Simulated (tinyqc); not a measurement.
Inside a calculation. Method: extended Hueckel theory, for BH3-. The parameters take no account of the charge, which enters only through the electron count, and nothing here shows that the anion is bound. One step of it, computed by the program tinyqc.

Problem. Wolfsberg-Helmholz matrix. H_ij = K' S_ij (H_ii + H_jj)/2 for i != j (the diagonal keeps H_ii), with K' = 1.5.

overlap S:
```
           1B 2s     1B 2px     1B 2py     1B 2pz      2H 1s      3H 1s      4H 1s
1B 2s   1.000000   0.000000   0.000000   0.000000   0.481224   0.481394   0.481394
1B 2px  0.000000   1.000000   0.000000   0.000000   0.527290  -0.263781  -0.263781
1B 2py  0.000000   0.000000   1.000000   0.000000   0.000000   0.456695  -0.456695
1B 2pz  0.000000   0.000000   0.000000   1.000000  -0.006558  -0.006562  -0.006562
2H 1s   0.481224   0.527290   0.000000  -0.006558   1.000000   0.088091   0.088091
3H 1s   0.481394  -0.263781   0.456695  -0.006562   0.088091   1.000000   0.088188
4H 1s   0.481394  -0.263781  -0.456695  -0.006562   0.088091   0.088188   1.000000
```

diagonal H_ii (eV): 1B 2s -15.200000, 1B 2px -8.500000, 1B 2py -8.500000, 1B 2pz -8.500000, 2H 1s -13.600000, 3H 1s -13.600000, 4H 1s -13.600000

K = 1.500000

Give: H.

Solution.

H (eV):
```
           1B 2s   1B 2px   1B 2py   1B 2pz     2H 1s     3H 1s     4H 1s
1B 2s   -15.2000   0.0000   0.0000   0.0000  -10.3944  -10.3981  -10.3981
1B 2px    0.0000  -8.5000   0.0000   0.0000   -8.7398    4.3722    4.3722
1B 2py    0.0000   0.0000  -8.5000   0.0000    0.0000   -7.5697    7.5697
1B 2pz    0.0000   0.0000   0.0000  -8.5000    0.1087    0.1088    0.1088
2H 1s   -10.3944  -8.7398   0.0000   0.1087  -13.6000   -1.7971   -1.7971
3H 1s   -10.3981   4.3722  -7.5697   0.1088   -1.7971  -13.6000   -1.7990
4H 1s   -10.3981   4.3722   7.5697   0.1088   -1.7971   -1.7990  -13.6000
```
